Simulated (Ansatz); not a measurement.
**Two structures, one formula**

Two isomers of CH5S2 (charge +1), singlet, relaxed at PBE0-D4/def2-TZVP (vibrations not checked).

A:

| atom | x (Å) | y (Å) | z (Å) |
| --- | --- | --- | --- |
| S1 | -1.6292 | 0.3125 | 0.0951 |
| C2 | 0.1032 | 0.5176 | 0.4246 |
| S3 | 0.9130 | -1.1544 | 0.5388 |
| H4 | -1.5191 | 0.2574 | -1.2442 |
| H5 | 0.6423 | 1.1153 | -0.3068 |
| H6 | 0.2315 | 0.9345 | 1.4245 |
| H7 | 2.2347 | -0.8461 | 0.4885 |
| H8 | 0.8511 | -1.4926 | -0.7665 |

B:

```
8
angstrom
C -0.6747 0.7094 -0.3292
S 0.9782 0.3648 0.2761
S 0.8839 -1.2416 1.5257
H -1.1194 -0.1749 -0.7810
H -0.5676 1.5179 -1.0568
H -1.2504 1.0533 0.5302
H 1.5225 -0.1664 -0.8432
H 0.2275 -2.0623 0.6783
```

Program: Ansatz 0.2.0. Basis: def2-TZVPP. Cores are frozen in the correlated methods. B3LYP uses VWN-RPA correlation.

Problem. Which structure is lower at CCSD(T), and by how much? (Judge from chemistry; the value comes from the calculation.)

Solution. The calculation gives: B, by 6.91 kcal/mol (electronic energy, against the other). By their contacts, A is CH₅S₂ ([SH][CH2][SH2]), total charge +1 and B is CH₅S₂ ([CH3][SH][SH]), total charge +1.

All methods give the same order:

```json
{"method": "PBE-D4", "E(B) − E(A) (kcal/mol)": "-8.35"}
{"method": "r2SCAN-D4", "E(B) − E(A) (kcal/mol)": "-8.62"}
{"method": "PBE0-D4", "E(B) − E(A) (kcal/mol)": "-8.50"}
{"method": "B3LYP-D4", "E(B) − E(A) (kcal/mol)": "-8.42"}
{"method": "wB97M-V", "E(B) − E(A) (kcal/mol)": "-8.29"}
{"method": "HF", "E(B) − E(A) (kcal/mol)": "-8.22"}
{"method": "MP2", "E(B) − E(A) (kcal/mol)": "-7.11"}
{"method": "CCSD", "E(B) − E(A) (kcal/mol)": "-7.01"}
{"method": "CCSD(T)", "E(B) − E(A) (kcal/mol)": "-6.91"}
```

No T1 diagnostic of these runs exceeds 0.013.

Labels in which every atom is bracketed show which atoms are joined, not bond orders.
